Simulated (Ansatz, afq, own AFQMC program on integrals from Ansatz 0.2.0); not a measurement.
# BNH4 (triplet): AFQMC on the coupled-cluster ladder at distance B1–H4 along a hydrogen transfer = 1.468 Å, cc-pVTZ

Aim: compute BNH4 (triplet) with auxiliary-field quantum Monte Carlo on the same integrals as coupled cluster, and set the energies side by side.

The runs use Ansatz 0.2.0, Gaussian basis, and an in-house AFQMC program (afq) on its integrals; all values are calculated; cc-pVTZ, frozen cores.

To be run: PBE (unrestricted); CCSD(T) on UHF; r2SCAN (unrestricted); PBE0 (unrestricted); B3LYP (unrestricted); wB97M-V (unrestricted); B2PLYP (unrestricted); Phaseless AFQMC, CISD trial on UHF.

### Step 1. What is computed

The geometry derives from fragments relaxed apart (PBE0/def2-TZVP) and kept rigid, so it is no stationary point. A hydrogen atom is moved between rigid fragments.

6 atoms, charge 0, spin multiplicity 3.

Atoms are counted from 1 here; the program's logs count them from 0.

Bond lengths: B1–H2 1.193 Å, B1–H3 1.193 Å, H4–N5 1.040 Å, N5–H6 1.040 Å. Angles: H2–B1–H3 120.0°, H4–N5–H6 105.0°.

### Step 2. PBE (unrestricted)

File in.yaml:

```yaml
crystal:
  periodic: [false, false, false]
  atoms:
    - {symbol: B, position_ang: [-1.324276, 0.035086, 0.000000]}
    - {symbol: H, position_ang: [-1.921009, 1.068657, 0.000000]}
    - {symbol: H, position_ang: [-1.921010, -0.998486, 0.000000]}
    - {symbol: H, position_ang: [0.143724, 0.035086, 0.000000]}
    - {symbol: N, position_ang: [1.183724, 0.035086, 0.000000]}
    - {symbol: H, position_ang: [1.452806, -0.969141, 0.000000]}
basis:
  gaussian: {orbitals: cc-pVTZ}
magnetization: {spin_polarized: true, initial_magnetization: 2}
hamiltonian: {xc: {name: PBE}}
output: {orbitals: {seedname: orbitals}}
```

Command:

```bash
$ ansatz run in.yaml --threads 1 --pin off --events-out ev --progress --plain --max-ram 5632MiB --backend cpu
```

Standard output:

```text
Functional definition: PBE
  name "PBE"
  cite "Perdew, Burke & Ernzerhof, Phys. Rev. Lett. 77, 3865 (1996) doi:10.1103/PhysRevLett.77.3865"
  parent pbe
  parameter kappa = 0.804
  parameter beta = 0.06672455060314922
  exchange = pbe_x(kappa = kappa, mu = beta*pi^2/3)
  correlation = pbe_c(beta = beta)
627 factors; their error is unknown
mean field evaluation 1: about -2219.3132 eV, gradient 2.9e1 eV
mean field evaluation 2: about -2205.5790 eV, gradient 5.4e1 eV
mean field evaluation 4: about -2223.0495 eV, gradient 2.8e0 eV
mean field evaluation 8: about -2223.1016 eV, gradient 7.9e-2 eV
mean field evaluation 16: about -2223.0851 eV, gradient 2.7e-5 eV
mean field evaluation 32: about -2222.9732 eV, gradient 3.9e0 eV
mean field -2223.08507856 eV, -81.6968697759 hartree, gradient 2.7e-5 eV, S^2 2.005072; 4 other end points of the search recorded, 0 dependent functions left out
reference -2223.08511401 eV, -81.6968710786 hartree; 9, 7 occupied and 107, 109 virtual orbitals, 627 factors
Total energy: -2223.08511401 eV, -81.6968710786 hartree
```

Run time: 3.2 s. Hardware: 1 thread of AMD EPYC 7R13 (Zen 3), shared host; peak memory 2 GiB.

From the report: ⟨S²⟩ of the determinant 2.005 (pure triplet: 2.00).

### Step 3. CCSD(T) on UHF

in.yaml: that of step 2 with these lines changed.

```diff
@@ -12,3 +12,2 @@
 magnetization: {spin_polarized: true, initial_magnetization: 2}
-hamiltonian: {xc: {name: PBE}}
-output: {orbitals: {seedname: orbitals}}
+correlation: {method: ccsd_t, electrons: outside_noble_gas, hamiltonian_folder: ham}
```

Command:

```bash
$ ansatz run in.yaml --threads 1 --pin off --events-out ev --progress --plain --max-ram 16896MiB --backend cuda --devices 0, --max-vram 18GiB
```

Standard output, cut to the lines that bear on the results:

```text
Functional definition: HF
  name "HF"
  cite "Fock, Z. Phys. 61, 126 (1930) doi:10.1007/BF01340294"
  parent pbe
[...]
661 factors; integrals over basis functions are off by at most 1.4e-3 eV
[...]
mean field -2212.51956802 eV, -81.3085944252 hartree, gradient 3.1e-6 eV, S^2 2.025489; 7 other end points of the search recorded, 0 dependent functions left out
determinant -2212.51956802 eV, -81.3085944252 hartree, with singles and doubles -2221.25216338 eV, -81.6295113855 hartree
determinant -2211.28545701 eV, -81.2632416819 hartree, with singles and doubles -2220.16983291 eV, -81.5897364744 hartree
determinant -2210.23467176 eV, -81.2246260363 hartree, with singles and doubles -2219.00781354 eV, -81.5470330500 hartree
2 core orbitals not correlated: weight in the atoms' cores, before any rotation towards them, 1.000 or more for the frozen orbitals, at most 0.000 for the correlated occupied ones
reference -2212.51956802 eV, -81.3085944252 hartree; 7, 5 occupied and 107, 109 virtual orbitals, 661 factors
second order -7.61538821 eV of doubles, -0.00000000 eV of singles
cycle   1  -8.58063058 eV  change   -7.1e-1 eV  update   1.9e-2
[...]
cycle   9  -8.59940750 eV  change    8.5e-6 eV  update   1.2e-5
perturbative correction -0.25690664 eV, -0.0094411448 hartree
Total energy: -2221.37588216 eV, -81.6340579666 hartree
```

Wall time 7.5 s (1 × NVIDIA H100 80GB HBM3 with 1 thread of AMD EPYC 7R13 (Zen 3), shared host); peak host memory 2 GiB.

From the report: ⟨S²⟩ of the determinant 2.025 (pure triplet: 2.00); correlation -8.8563 eV; T1 0.015; largest double amplitude 0.03.

This run also writes the integrals to the folder ham.

### Step 4. r2SCAN (unrestricted)

in.yaml: that of step 3 with these lines changed.

```diff
@@ -12,2 +12,2 @@
 magnetization: {spin_polarized: true, initial_magnetization: 2}
-correlation: {method: ccsd_t, electrons: outside_noble_gas, hamiltonian_folder: ham}
+hamiltonian: {xc: {name: r2SCAN}}
```

Command:

```bash
$ ansatz run in.yaml --threads 1 --pin off --events-out ev --progress --plain --max-ram 5632MiB --backend cpu
```

Standard output:

```text
Functional definition: r2SCAN
  name "r2SCAN"
  cite "Furness, Kaplan, Ning, Perdew & Sun, J. Phys. Chem. Lett. 11, 8208 (2020) doi:10.1021/acs.jpclett.0c02405"
  cite "Furness, Kaplan, Ning, Perdew & Sun, J. Phys. Chem. Lett. 11, 9248 (2020) doi:10.1021/acs.jpclett.0c03077"
  parent r2scan
  parameter k0 = 0.174
  parameter k1 = 0.065
  parameter a1 = 4.9479
  exchange = r2scan_x(k0 = k0, k1 = k1, a1 = a1)
  correlation = r2scan_c
627 factors; their error is unknown
mean field evaluation 1: about -2222.1471 eV, gradient 2.6e1 eV
mean field evaluation 2: about -2218.2540 eV, gradient 3.7e1 eV
mean field evaluation 4: about -2225.0551 eV, gradient 1.5e0 eV
mean field evaluation 8: about -2225.0537 eV, gradient 3.7e-2 eV
mean field evaluation 16: about -2225.0537 eV, gradient 1.5e-4 eV
mean field evaluation 32: about -2224.2013 eV, gradient 1.3e0 eV
mean field -2225.05369302 eV, -81.7692150230 hartree, gradient 1.7e-5 eV, S^2 2.010221; 4 other end points of the search recorded, 0 dependent functions left out
reference -2225.05370526 eV, -81.7692154728 hartree; 9, 7 occupied and 107, 109 virtual orbitals, 627 factors
Total energy: -2225.05370526 eV, -81.7692154728 hartree
```

It took 6 s on 1 thread of AMD EPYC 7R13 (Zen 3), shared host; peak memory 2 GiB.

From the report: ⟨S²⟩ of the determinant 2.010 (pure triplet: 2.00).

### Step 5. PBE0 (unrestricted)

in.yaml: that of step 4 with these lines changed.

```diff
@@ -12,2 +12,3 @@
 magnetization: {spin_polarized: true, initial_magnetization: 2}
-hamiltonian: {xc: {name: r2SCAN}}
+hamiltonian: {xc: {name: PBE0}}
+output: {orbitals: {seedname: orbitals}}
```

Same command.

Standard output:

```text
Functional definition: PBE0
  name "PBE0"
  cite "Adamo & Barone, J. Chem. Phys. 110, 6158 (1999) doi:10.1063/1.478522"
  cite "Perdew, Burke & Ernzerhof, Phys. Rev. Lett. 77, 3865 (1996) doi:10.1103/PhysRevLett.77.3865"
  parent pbe
  parameter a = 0.25
  parameter kappa = 0.804
  parameter beta = 0.06672455060314922
  exchange = (1 - a)*pbe_x(kappa = kappa, mu = beta*pi^2/3) + a*exact_x
  correlation = pbe_c(beta = beta)
630 factors; their error is unknown
mean field evaluation 1: about -2221.3150 eV, gradient 2.3e1 eV
mean field evaluation 2: about -2220.5642 eV, gradient 2.6e1 eV
mean field evaluation 4: about -2223.4591 eV, gradient 8.2e-1 eV
mean field evaluation 8: about -2223.4568 eV, gradient 2.1e-1 eV
mean field evaluation 16: about -2223.4569 eV, gradient 1.6e-5 eV
mean field -2223.45689964 eV, -81.7105339484 hartree, gradient 1.6e-5 eV, S^2 2.007883; 1 other end points of the search recorded, 0 dependent functions left out
reference -2223.45692584 eV, -81.7105349113 hartree; 9, 7 occupied and 107, 109 virtual orbitals, 630 factors
Total energy: -2223.45692584 eV, -81.7105349113 hartree
```

It took 1.7 s on 1 thread of AMD EPYC 7R13 (Zen 3), shared host; peak memory 2 GiB.

From the report: ⟨S²⟩ of the determinant 2.008 (pure triplet: 2.00).

### Step 6. B3LYP (unrestricted)

in.yaml: that of step 5 with these lines changed.

```diff
@@ -12,3 +12,2 @@
 magnetization: {spin_polarized: true, initial_magnetization: 2}
-hamiltonian: {xc: {name: PBE0}}
-output: {orbitals: {seedname: orbitals}}
+hamiltonian: {xc: {name: B3LYP}}
```

The command is unchanged.

Standard output, cut to the lines that bear on the results:

```text
Functional definition: B3LYP
  name "B3LYP"
  cite "Stephens, Devlin, Chabalowski & Frisch, J. Phys. Chem. 98, 11623 (1994) doi:10.1021/j100096a001"
  cite "Becke, Phys. Rev. A 38, 3098 (1988) doi:10.1103/PhysRevA.38.3098"
  cite "Lee, Yang & Parr, Phys. Rev. B 37, 785 (1988) doi:10.1103/PhysRevB.37.785"
  cite "Vosko, Wilk & Nusair, Can. J. Phys. 58, 1200 (1980) doi:10.1139/p80-159"
[...]
627 factors; their error is unknown
[...]
mean field -2226.73571785 eV, -81.8310282953 hartree, gradient 1.6e-5 eV, S^2 2.006726; 1 other end points of the search recorded, 0 dependent functions left out
reference -2226.73593446 eV, -81.8310362557 hartree; 9, 7 occupied and 107, 109 virtual orbitals, 627 factors
Total energy: -2226.73593446 eV, -81.8310362557 hartree
```

Run time: 1.6 s. Hardware: 1 thread of AMD EPYC 7R13 (Zen 3), shared host; peak memory 2 GiB.

From the report: ⟨S²⟩ of the determinant 2.007 (pure triplet: 2.00).

### Step 7. wB97M-V (unrestricted)

in.yaml: that of step 6 with these lines changed.

```diff
@@ -12,2 +12,3 @@
 magnetization: {spin_polarized: true, initial_magnetization: 2}
-hamiltonian: {xc: {name: B3LYP}}
+hamiltonian: {xc: {name: wB97M-V}}
+output: {orbitals: {seedname: orbitals}}
```

The command is unchanged.

Standard output, cut to the lines that bear on the results:

```text
Functional definition: wB97M-V
  name "wB97M-V"
  cite "Mardirossian & Head-Gordon, J. Chem. Phys. 144, 214110 (2016) doi:10.1063/1.4952647"
  cite "Becke, J. Chem. Phys. 107, 8554 (1997) doi:10.1063/1.475007"
  cite "Vydrov & Van Voorhis, J. Chem. Phys. 133, 244103 (2010) doi:10.1063/1.3521275"
  # Of w^i u^j: cxij and so on, Table III.
[...]
  gx(w, u) = 1 - cx + cx01*u + cx10*w
  gss(w, u) = css00 + css04*u^4 + css10*w + css20*w^2 + css43*w^4*u^3
  gos(w, u) = cos00 + cos10*w + (cos20 + cos21*u)*w^2 + (cos60 + cos61*u)*w^6
[...]
      + integral(e_c_pw_mod_opposite_spin*gos(b97_w_opposite, b97_u_opposite)) + vv10(b, c)
627 factors; their error is unknown
150 factors; integrals over basis functions are off by at most 1.8e-5 eV
[...]
mean field -2224.85868862 eV, -81.7620487434 hartree, gradient 6.0e-5 eV, S^2 2.006299; 1 other end points of the search recorded, 0 dependent functions left out
reference -2224.85872924 eV, -81.7620502361 hartree; 9, 7 occupied and 107, 109 virtual orbitals, 627 factors
Total energy: -2224.85872924 eV, -81.7620502361 hartree
```

Run time: 4.5 s. Hardware: 1 thread of AMD EPYC 7R13 (Zen 3), shared host; peak memory 2 GiB.

From the report: ⟨S²⟩ of the determinant 2.006 (pure triplet: 2.00).

### Step 8. B2PLYP (unrestricted)

in.yaml: that of step 7 with these lines changed.

```diff
@@ -12,3 +12,3 @@
 magnetization: {spin_polarized: true, initial_magnetization: 2}
-hamiltonian: {xc: {name: wB97M-V}}
-output: {orbitals: {seedname: orbitals}}
+hamiltonian: {xc: {name: B2PLYP}}
+correlation: {electrons: outside_noble_gas}
```

Launched as before.

Standard output, cut to the lines that bear on the results:

```text
Functional definition: B2PLYP
  name "B2PLYP"
  cite "Grimme, J. Chem. Phys. 124, 034108 (2006) doi:10.1063/1.2148954"
  cite "Becke, Phys. Rev. A 38, 3098 (1988) doi:10.1103/PhysRevA.38.3098"
  cite "Lee, Yang & Parr, Phys. Rev. B 37, 785 (1988) doi:10.1103/PhysRevB.37.785"
[...]
661 factors; integrals over basis functions are off by at most 1.4e-3 eV
[...]
mean field -2221.77105820 eV, -81.6485804185 hartree, gradient 5.1e-6 eV, S^2 2.012563; 2 other end points of the search recorded, 0 dependent functions left out
2 core orbitals not correlated: weight in the atoms' cores, before any rotation towards them, 1.000 or more for the frozen orbitals, at most 0.000 for the correlated occupied ones
reference -2221.77119396 eV, -81.6485854075 hartree; 7, 5 occupied and 107, 109 virtual orbitals, 661 factors
second order -9.27968742 eV of doubles, -0.00000000 eV of singles
Total energy: -2224.27670957 eV, -81.7406614076 hartree
```

Run time: 2.5 s. Hardware: 1 thread of AMD EPYC 7R13 (Zen 3), shared host; peak memory 2 GiB.

From the report: ⟨S²⟩ of the determinant 2.013 (pure triplet: 2.00).

### Step 9. Phaseless AFQMC, CISD trial on UHF

It reads the integrals that the CCSD(T) run on this determinant wrote.

Command:

```bash
$ afq ham --method phaseless --trial cisd --walkers 600 --populations 10 --least-time 60 --time-step 0.005 --steps-per-block 50 --equilibration-blocks 28 --max-blocks 4000 --target-error 0.00021 --factor-cut 1e-05 --start spin_pure --seed 9703 --release-times 0.24,0.51,0.99,1.62,2.4 --release-step 0.03 --release-every 3 --taylor-order 6
```

Standard output:

```text
orbitals 114  electrons 7 5  factors 661 of 661
reference energy -81.30859443 Eh
CCSD correlation -0.31602260 Eh in 12 cycles, weight of the determinant in the CISD state 0.8871
energy of the start -81.623555 Eh
 block  time / (1/Eh)  mean weight  energy / Eh
     1     0.250  0.9991  -81.621118
     2     0.500  1.0006  -81.625202
     3     0.750  0.9996  -81.627991
     4     1.000  1.0000  -81.631568
     5     1.250  0.9997  -81.630965
     6     1.500  0.9996  -81.631561
     7     1.750  1.0003  -81.632039
     8     2.000  1.0005  -81.632842
     9     2.250  1.0010  -81.632065
    10     2.500  1.0011  -81.634630
    13     3.250  0.9989  -81.633597
    16     4.000  0.9998  -81.634893
    19     4.750  1.0006  -81.634893
    22     5.500  1.0007  -81.635180
    25     6.250  1.0003  -81.636177
    28     7.000  0.9998  -81.634733
    31     7.750  1.0000  -81.637855
    34     8.500  1.0003  -81.635066
    37     9.250  0.9997  -81.634622
    40    10.000  1.0000  -81.635350
    43    10.750  0.9995  -81.634377
    46    11.500  0.9987  -81.635807
    49    12.250  1.0002  -81.635258
    52    13.000  1.0001  -81.634115
    55    13.750  1.0002  -81.637367
    58    14.500  1.0005  -81.634782
    61    15.250  1.0006  -81.636758
    64    16.000  1.0004  -81.633393
    67    16.750  1.0000  -81.632017
    70    17.500  1.0001  -81.635629
    73    18.250  1.0005  -81.632966
    76    19.000  0.9998  -81.634540
    79    19.750  0.9986  -81.635136
    82    20.500  1.0007  -81.635684
    85    21.250  1.0010  -81.635022
    88    22.000  0.9999  -81.635520
    91    22.750  1.0010  -81.634308
    94    23.500  1.0004  -81.632565
    97    24.250  1.0000  -81.632451
   100    25.000  1.0010  -81.635428
   103    25.750  0.9996  -81.634840
   106    26.500  1.0005  -81.635419
   109    27.250  0.9967  -81.635617
   112    28.000  1.0014  -81.634287
   115    28.750  0.9992  -81.634389
   118    29.500  0.9999  -81.630855
   121    30.250  1.0009  -81.635230
   124    31.000  1.0001  -81.634302
   127    31.750  1.0010  -81.634179
   130    32.500  1.0003  -81.633906
   133    33.250  1.0001  -81.633452
   136    34.000  1.0001  -81.633184
   139    34.750  0.9999  -81.635003
error from the spread of 10 populations
released: time / (1/Eh)  energy / Eh  error  mean overlap
  0.24  -81.635019  0.000222  0.9973
  0.51  -81.634949  0.000160  0.9954
  0.99  -81.635578  0.000236  0.9711
  1.62  -81.635786  0.000271  0.9594
  2.40  -81.635531  0.000576  0.9371
energy -81.634699 +/- 0.000252 Eh
```

Run time: 3.8 min. Hardware: 1 × NVIDIA H100 80GB HBM3 with 2 threads of AMD EPYC 7R13 (Zen 3), shared host; peak host memory 2 GiB.

Energy -2221.3933 ± 0.0068 eV. Caveats: constraint bias not in the error.

### Step 10. All levels side by side

On the UHF determinant, counted from CCSD(T) (a yardstick, not exact):

```
                                               level  energy (eV)  from CCSD(T) (meV)  statistical error (meV)     time
                                                  HF   -2212.5196             +8856.3                                  
                                                 MP2   -2220.1350             +1240.9                                  
                                                CCSD   -2221.1190              +256.9                                  
                                             CCSD(T)   -2221.3759                 0.0                                  
Phaseless AFQMC, CISD trial, step 0.005, 600 walkers   -2221.3933               -17.5                      6.8  3.8 min
```

The functionals' totals stand on their own zeros and serve differences with other points: PBE -2223.085 eV; r2SCAN -2225.054 eV; PBE0 -2223.457 eV; B3LYP -2226.736 eV; wB97M-V -2224.859 eV; B2PLYP -2224.277 eV.

### Step 11. Summary of results

| quantity | value |
| --- | --- |
| Phaseless AFQMC, CISD trial on UHF from CCSD(T) | -17.5 ± 6.8 meV |

On UHF the phaseless walk with the CISD trial lies -17.5 meV from CCSD(T), within three error bars. Error bars are statistical and leave out the constraint, the time step and what remains of the start.
